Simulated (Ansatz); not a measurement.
Gas-phase reaction in SMILES: FCF [difluoromethane] → [CH2]F (CH2F) + F atom (the C-F bond breaks)

Property: bond dissociation energy (enthalpy at 298 K), in kcal/mol. Conventions: open shells spin-unrestricted; valence correlation only; non-relativistic; spin-orbit terms left out; six Cartesian d functions in 6-31G* and its kin unless marked 5d; LANL2DZ all-electron up to Ne; 6-311+G** with 5d. Basis-set limits of correlation are two-point, X^-3; Hartree-Fock from the larger set. First-principles rows: single points at B3LYP-D3(BJ) geometries (Ansatz, a quantum-chemistry and plane-wave program), with unscaled harmonic terms from B3LYP/6-31G* at its own minima.

Coupled cluster (Ansatz) is a level with limits of its own, used here on species with T1 under 0.025 (0.045 for open shells) and stable references: CCSD(T)/CBS(cc-pVTZ,cc-pVQZ).

Value to compare with, CCSD(T)/CBS(cc-pVTZ,cc-pVQZ) (Ansatz): 120.4 kcal/mol.

| level | program | bond dissociation energy (enthalpy at 298 K) (kcal/mol) | difference |
|---|---|---|---|
| HF/STO-3G | Ansatz | 62.5 | -57.9 |
| HF/3-21G | Ansatz | 66.4 | -54.0 |
| HF/LANL2DZ | Ansatz | 55.1 | -65.3 |
| HF/6-31G* | Ansatz | 77.1 | -43.3 |
| HF/6-311+G** | Ansatz | 74.2 | -46.2 |

Among the 5 habitual levels, HF/LANL2DZ lies farthest from CCSD(T)/CBS(cc-pVTZ,cc-pVQZ) (Ansatz) (-65.3 kcal/mol) and HF/6-31G* nearest (-43.3); 0 of 5 lie above it, and their mean absolute difference is 53.3 kcal/mol, the median 54.0. One case shows no general order.

The sets are all those run for this method; runs whose electronic state is in doubt are left out.
